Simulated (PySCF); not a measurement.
Gas-phase reaction: AlHCl2 = Al + H + Cl2

Method: PySCF energies plus ideal-gas RRHO corrections (1 bar). † marks an energy on the PBE0/def2-TZVP geometry and frequencies; other levels use their own. CCSD(T) freezes the core. 6-31G* has spherical d functions here. Open shells (unrestricted): Al (multiplicity 2, electronic degeneracy 6), H (multiplicity 2); the rest are closed-shell singlets. Spin-orbit splitting is ignored; it lowers the true energy and changes the entropy of Al. AlHCl2: computed as isolated molecules; such fragments, hydroxides, amides, oligomers or adducts are transient or little studied in the gas. CCSD(T) isn't extrapolated to the basis-set limit; its ΔH°(298 K) is 905.0 kJ in def2-SVP and 902.7 kJ in def2-TZVPP. The harmonic model lacks anharmonicity and excited electronic states, which grow with temperature; levels with a mode under 35 cm⁻¹ are left out.

```tsv
level	ΔE electronic, kJ	ΔH°(298 K), kJ	ΔS°(298 K), J/K	ΔG°(1600 K), kJ
CCSD(T)/def2-SVP†	920	905	214	553
HF/6-31G*	858	842	215	487
M06-2X/def2-TZVP†	923	908	214	557
PBE/def2-SVP	903	888	214	535
PBE/def2-TZVP†	878	863	214	512
PBE0/def2-SVP†	927	912	214	561
PBE0/def2-TZVP	901	886	214	535
r2SCAN/def2-TZVP†	935	920	214	569
ωB97X-V/def2-TZVP†	933	919	214	567
```
ΔH° is lowest at HF/6-31G* and highest at r2SCAN/def2-TZVP†. No reference value is set beside these.
